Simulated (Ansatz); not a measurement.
[OH···H···H], doublet along the distance O1-H3

Starting geometry:

```xyz
4

O    -0.1533   -0.0491    0.0000
H    -0.4027    0.8775    0.0000
H     0.8062   -0.0491    0.0000
H     2.0307   -0.0491    0.0000
```

From there H3 is moved from one fragment to the other while all else, the fragments' distance too, stays fixed; atoms are numbered as listed. Energies are in eV, counted from the starting geometry at the same level.

Basis cc-pVDZ; Ansatz 0.2.0. Only valence electrons are correlated (noble-gas cores frozen). R marks a restricted (for open shells ROHF) determinant, U an unrestricted one.

For open shells CISD is restricted-active-space CI with the open shells as a complete middle space.

Full CI isn't at hand for all of this; UCCSDTQ serves as the reference, and is uncertain by about the last step of the cluster series.

| distance O1-H3 (Å) | CISD |
| --- | --- |
| 0.960 | 0.000 |
| 1.028 | 0.098 |
| 1.165 | 0.517 |
| 1.302 | 0.673 |
| 1.439 | 0.552 |

Problem. Estimate the UCCSDTQ curve in cc-pVDZ from this one, knowing how CISD errs.

Solution. The computed UCCSDTQ values, in eV from the starting point, and the error of CISD against them:
| distance O1-H3 (Å) | UCCSDTQ | CISD less UCCSDTQ |
| --- | --- | --- |
| 0.960 | 0.000 | 0.000 |
| 1.028 | 0.066 | 0.032 |
| 1.165 | 0.406 | 0.110 |
| 1.302 | 0.547 | 0.125 |
| 1.439 | 0.539 | 0.013 |

The error spans 0.125 eV and is largest, 0.125 eV, at 1.302 Å.
